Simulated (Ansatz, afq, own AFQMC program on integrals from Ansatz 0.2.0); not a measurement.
# AlH4⁻, singlet in 6-31++G** along one coordinate

```yaml
atoms:
  - { symbol: Al, position_ang: [0.0034, -0.0035, -0.0034] }
  - { symbol: H, position_ang: [0.9535, 0.9479, 0.9471] }
  - { symbol: H, position_ang: [-0.9504, -0.9508, 0.9473] }
  - { symbol: H, position_ang: [-0.9440, 0.9465, -0.9579] }
  - { symbol: H, position_ang: [0.8486, -0.8510, -0.8447] }
```

The Al1–H5 distance is changed with both sides rigid. Energies in mEh count from this geometry (1.463 Å) at the same level; the start stands on RHF, each point on the determinant named.

Basis 6-31++G**. Noble-gas cores (and the filled d shells of Ga–Kr and In–Xe) are frozen. Integrals, coupled cluster, full CI and functionals: Ansatz 0.2.0; the random walks run on the same integrals in our own AFQMC program. ph-AFQMC/CISD is guided by a CISD state made of CCSD amplitudes; releasing the constraint for a short imaginary time cuts its bias at the price of noise, slowly where states lie close. Error bars are statistical, one sigma.

Cautions, each for one point or more: higher spins were not checked; raised T1 diagnostic; restricted determinant unstable towards unrestricted; strong correlation; the ph-AFQMC/CISD walk drifts between its halves.

```csv
r(Al1–H5) / Å,det.,T1,weight,B3LYP,r2SCAN,CCSD(T)
1.852,RHF,0.011,0.93,-2.4,-2.7,-1.5
2.250,RHF,0.015,0.92,22.8,22.8,25.2
3.098,RHF,0.034,0.88,70.0,71.2,73.0
4.404,RHF¶,0.080,0.79,99.4§,97.9§,106.0
```

Estimate the curve of CCSDT(Q), counted from the same start.


```json
{"r(Al1–H5) / Å": "1.852", "det.": "RHF", "T1": "0.011", "weight": "0.93", "CCSDT(Q)": "-1.5", "ph-AFQMC/CISD": "-1.7 ± 0.2", "released AFQMC": "-1.4 ± 0.2"}
{"r(Al1–H5) / Å": "2.250", "det.": "RHF", "T1": "0.015", "weight": "0.92", "CCSDT(Q)": "25.0", "ph-AFQMC/CISD": "25.0 ± 0.2", "released AFQMC": "25.2 ± 0.2"}
{"r(Al1–H5) / Å": "3.098", "det.": "RHF", "T1": "0.034", "weight": "0.88", "CCSDT(Q)": "72.7", "ph-AFQMC/CISD": "72.9 ± 0.3", "released AFQMC": "–"}
{"r(Al1–H5) / Å": "4.404", "det.": "RHF¶", "T1": "0.080", "weight": "0.79", "CCSDT(Q)": "105.8", "ph-AFQMC/CISD": "106.7 ± 0.4", "released AFQMC": "–"}
```

Weight is that of the determinant in the CISD state; at the start T1 is 0.011 and the weight 0.93. ¶ marks points with a poor determinant and no full CI, where no value is sure; they don't count among the departures. A dash marks a missing value, a released energy that hasn't settled or a functional that sits on another state. § marks a functional whose ⟨S²⟩ is too high by over 0.1. Largest departures from CCSDT(Q), at the points where its series has closed: CCSD(T) 0.3 mEh at 3.098 (on RHF), ph-AFQMC/CISD 0.2 mEh at 3.098 (on RHF) (within the noise), released AFQMC 0.2 mEh at 2.250 (on RHF) (within the noise), B3LYP -2.7 mEh at 3.098, r2SCAN -2.2 mEh at 2.250. Functionals count only at points shown to share the start's state and spin. In this small basis the wave-function levels are far from their limit, so their gap to the functionals isn't the functionals' error.

A walk keeps the symmetry of its determinant, which the program's search chose and which needn't be the lowest solution, so a lower state of the same spin and another symmetry isn't excluded. Released energies are given only where the last usable release times agree within the noise; a slower fall can still hide under it.
